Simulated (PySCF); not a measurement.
## TDDFT beside published excitation energies

Published values to compare with (the computed states carry no symmetry labels, so the two lists aren't matched line by line):

```csv
state,E (eV),f,kind of transition,source
3B1(σ→π*),2.77,,vertical absorption,[1]
1B1(σ→π*),5.09,0.034,vertical absorption,[1]
```

[1] computed, theoretical best estimate (aug-cc-pVTZ, frozen core, CC3 geometry), gas; Veril, Scemama, Caffarel, Lipparini, Boggio-Pasqua, Jacquemin, Loos, WIREs Comput. Mol. Sci. 2021, 11, e1517 (QUESTDB)

Difluoromethylene, CF₂ (singlet state).
SMILES: `F[C]F`

Method used: TDDFT CAM-B3LYP/def2-SVPD, vertical, gas phase, core orbitals frozen in the response in PySCF. Isolated species at its PBE0-D3(BJ)/def2-SVP geometry, gas phase.

Computed singlets: 4.71 eV (f 0.031); 8.40 eV (f 0.000); 9.43 eV (f 0.006); 9.83 eV (f 0.015); 10.60 eV (f 0.196); 10.62 eV (f 0.089); 10.63 eV (f 0.253); 11.22 eV (f 0.016); 12.08 eV (f 0.000); 12.29 eV (f 0.043). Computed triplets (Tamm–Dancoff): 2.36, 8.10, 8.51, 8.59 eV.

Problem. How does the lowest computed triplet compare with the best estimate listed for the lowest triplet (vertical absorption)?

Solution. 2.36 eV against 2.77 eV for 3B1(σ→π*) [1]: a difference of -0.41 eV. Geometry and basis of the two calculations needn't be the same.

From S10 up the states lie above the vertical ionisation energy of 12.20 eV (ΔSCF), that is within the continuum, which a finite basis only mimics.
